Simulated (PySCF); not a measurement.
## J couplings in Ethenylcyclopropane

Molfile (atoms numbered from 1):
```
C5H8
     RDKit          3D

 13 13  0  0  0  0  0  0  0  0999 V2000
    1.8471   -0.4080    0.5282 C   0  0  0  0  0  0  0  0  0  0  0  0
    1.1928    0.3632   -0.3425 C   0  0  0  0  0  0  0  0  0  0  0  0
   -0.2537    0.6857   -0.3192 C   0  0  0  0  0  0  0  0  0  0  0  0
   -1.2344   -0.0671    0.5264 C   0  0  0  0  0  0  0  0  0  0  0  0
   -1.2513   -0.2509   -0.9600 C   0  0  0  0  0  0  0  0  0  0  0  0
    1.3459   -0.8611    1.3887 H   0  0  0  0  0  0  0  0  0  0  0  0
    2.9146   -0.6116    0.4133 H   0  0  0  0  0  0  0  0  0  0  0  0
    1.7525    0.8049   -1.1770 H   0  0  0  0  0  0  0  0  0  0  0  0
   -0.4702    1.7498   -0.4703 H   0  0  0  0  0  0  0  0  0  0  0  0
   -2.0453    0.4988    0.9919 H   0  0  0  0  0  0  0  0  0  0  0  0
   -0.8634   -0.8947    1.1361 H   0  0  0  0  0  0  0  0  0  0  0  0
   -0.8626   -1.1925   -1.3576 H   0  0  0  0  0  0  0  0  0  0  0  0
   -2.0721    0.1834   -1.5371 H   0  0  0  0  0  0  0  0  0  0  0  0
  1  2  2  0
  2  3  1  0
  3  4  1  0
  4  5  1  0
  5  3  1  0
  1  6  1  0
  1  7  1  0
  2  8  1  0
  3  9  1  0
  4 10  1  0
  4 11  1  0
  5 12  1  0
  5 13  1  0
M  END
```

Indirect spin–spin couplings were computed at B3LYP/pcJ-1 (without the spin–dipole term) (PySCF 2.14.0 with density-fitted response routines) on a PBE0-D3(BJ)/def2-SVP structure, for the isolated molecule, without vibrational or relativistic corrections. Couplings are averaged over pairs made equivalent by symmetry, fast rotation or ring inversion, so a value needn't be that of the named pair in this geometry, while other rotamers aren't included; one pair stands for each set, and the list holds a selection of those of at least 1.5 Hz over up to four bonds.

Isotopes: ¹³C, ¹H.

| pair | bonds | J (Hz) |
| --- | --- | --- |
| C1, C2 | 1 | 78.5 |
| C1, H6 | 1 | ? |
| C1, H7 | 1 | ? |
| C2, C3 | 1 | 57.6 |
| C2, H8 | 1 | ? |
| C3, C4 | 1 | 15.1 |
| C3, H9 | 1 | 164.5 |
| C4, C5 | 1 | 15.7 |
| C4, H10 | 1 | 169.2 |
| C4, H11 | 1 | 169.1 |
| C2, C4 | 2 | -2.3 |
| C2, H6 | 2 | -2.2 |
| C3, H8 | 2 | 6.3 |
| C3, H10 | 2 | ? |
| C4, H9 | 2 | -1.8 |
| C4, H12 | 2 | -1.8 |
| C4, H13 | 2 | -2.2 |
| C2, H10 | 3 | 2.7 |
| C2, H11 | 3 | 5.4 |
| C3, H6 | 3 | 7.6 |
| C3, H7 | 3 | 13.1 |
| H6, H8 | 3 | 18.2 |
| H9, H11 | 3 | ? |
| H10, H13 | 3 | ? |
| H6, H9 | 4 | ? |
| H7, H9 | 4 | ? |

Task: Estimate the withheld couplings, with signs.

Result: 
- ¹J(C1,H6) = 163.8 Hz (bond length 1.094 Å, sp2 carbon)
- ¹J(C1,H7) = 169.1 Hz (bond length 1.093 Å, sp2 carbon)
- ¹J(C2,H8) = 160.1 Hz (bond length 1.098 Å, sp2 carbon)
- ²J(C3,H10) = -1.6 Hz (angle at C4 118°)
- ³J(H9,H11) = 6.2 Hz (dihedral angle 148°)
- ³J(H10,H13) = 10.0 Hz (dihedral angle 0°)
- ⁴J(H6,H9) = -2.1 Hz
- ⁴J(H7,H9) = -1.6 Hz
